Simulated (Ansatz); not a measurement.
Species: C$_{2}$H$_{6}$O, SMILES `COC` (charge 0, multiplicity 1).

Question: Give a relaxed geometry from PBE-D3(BJ)/def2-SVP (Ansatz, a program for electronic structure).

Answer: the end point of this relaxation (outside a Z-matrix the atoms follow the SMILES, hydrogens last).
Bonds (Å): C1–O2 1.404, C1–H4 1.108, C1–H5 1.119, C1–H6 1.119, O2–C3 1.404, C3–H7 1.119, C3–H8 1.119, C3–H9 1.108. Angles (°): O2–C1–H4 107.9, O2–C1–H5 112.3, O2–C1–H6 112.3, H4–C1–H5 108.4, H4–C1–H6 108.4, H5–C1–H6 107.3, C1–O2–C3 112.5, O2–C3–H7 112.3, O2–C3–H8 112.3, O2–C3–H9 107.9, H7–C3–H8 107.3, H7–C3–H9 108.4, H8–C3–H9 108.4.
